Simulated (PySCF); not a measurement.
C₅H₉N.
SMILES with atom numbers: `[H]/[N:6]=[CH:5]/[CH2:4]/[CH:3]=[CH:2]/[CH3:1]` (hydrogens: H7, H8, H9 on C1; H10 on C2; H11 on C3; H12, H13 on C4; H14 on C5; H15 on N6)

Geometry (GFN2-xTB, Å), atoms numbered from 1 in this order:
```
atom  x, y, z in Å
C1     2.6243   -0.0872    0.0975
C2     1.2183   -0.5768    0.1979
C3     0.1952   -0.0715   -0.4703
C4    -1.2222   -0.5494   -0.3505
C5    -2.0461    0.5041    0.3210
N6    -3.0083    1.0379   -0.2779
H7     2.6962    0.7577   -0.5828
H8     2.9865    0.2185    1.0791
H9     3.2772   -0.8840   -0.2582
H10    1.0662   -1.4114    0.8716
H11    0.3404    0.7636   -1.1429
H12   -1.2572   -1.4612    0.2504
H13   -1.6470   -0.7445   -1.3365
H14   -1.7152    0.7578    1.3395
H15   -3.5126    1.7543    0.2402
```

The closed-shell ground state was solved at several levels (PySCF, density fitting, gas phase, non-relativistic).

```
              level  basis functions  total energy (Eh)  HOMO (eV)  LUMO (eV)  gap (eV)  dipole (D)
      PBE0/pcSseg-1              147          -250.3230      -7.11      -0.22      6.89        2.09
CAM-B3LYP/def2-SVPD              192          -250.3479      -8.50       0.78      9.28        2.14
```

(1) What might B3LYP/pcJ-1 (252 basis functions) give for the same quantities?

(2) Over all these levels, which gives the widest orbital gap and which the narrowest?

(3) How far do the dipole and the HOMO energy spread over the levels?

## Answers

(1) Total energy -250.6818 Eh, HOMO -6.87 eV, LUMO -0.43 eV, gap 6.44 eV, dipole 2.05 D.

(2) CAM-B3LYP/def2-SVPD (range-separated hybrid) has the widest, 9.28 eV, and B3LYP/pcJ-1 (global hybrid, 20 % exact exchange) the narrowest, 6.44 eV. Functional and basis both differ between the two, so the spread mixes both effects.

(3) The dipole runs from 2.05 to 2.14 D (mean 2.09 D) and the HOMO from -8.50 to -6.87 eV.

One conformer stands for the species.
